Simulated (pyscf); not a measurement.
This saddle point was located with ωB97X-D3(BJ)/def2-SVP in PySCF.

```xyz
10

Cl     0.2232    -1.5028     0.4630
Al    -1.8589    -0.3791     0.4916
H     -2.8813    -1.2534    -0.3511
H     -2.1399     0.0622     1.9902
C      0.4532     0.3058    -0.6296
C     -0.8189     0.9976    -0.6120
H      1.2768     0.6838    -0.0168
H      0.7854    -0.1804    -1.5516
H     -0.7971     1.9474    -0.0611
H     -1.2884     1.0828    -1.6011
```

Surface: singlet, charge 0. Lowest wavenumbers (cm⁻¹): 322i, 98, 337, 406, 434.

**Question.** Name the species on either side of this saddle.

**Answer.** `[AlH2][Cl]` + `[CH2]=[CH2]` <-> `[AlH2][CH2][CH2][Cl]`, an addition across a multiple bond or ene-type step read from left to right: Al–Cl broken and C–Cl, Al–C formed. At CCSD(T)/def2-TZVPP + ΔMP2(QZVPP) it lies +0.79 eV from the left side and +0.08 eV from the right (each side as separated species at their lowest minima found). On the reactant side the descent ends in a bound adduct (not fully relaxed), 0.64 eV under the separated species and 1.20 eV under the saddle at ωB97X-D3(BJ)/def2-TZVP. What is counted as broken (Al–Cl) persists as a longer contact in the product adduct; parting that adduct is a step of its own. At ωB97X-D3(BJ)/def2-TZVP the barrier from the zero used here is 0.56 eV. The same reactants have a lower exit, to H₃C–CH₂–AlH–Cl (barrier +0.10 eV at ωB97M-D3(BJ)/def2-TZVP, against +0.71 eV here). H₂Al–CH₂–CH₂–Cl is closed by a dative Al–Cl contact. H₂Al–CH₂–CH₂–Cl lies 2.11 eV over its isomer H₃C–CH₂–AlH–Cl (electronic energy, ωB97M-D3(BJ)/def2-TZVP). This is the saddle that the search found; another between the same sides may lie lower. The CCSD(T) − MP2 part came from Ansatz, without density fitting, on the same reference.
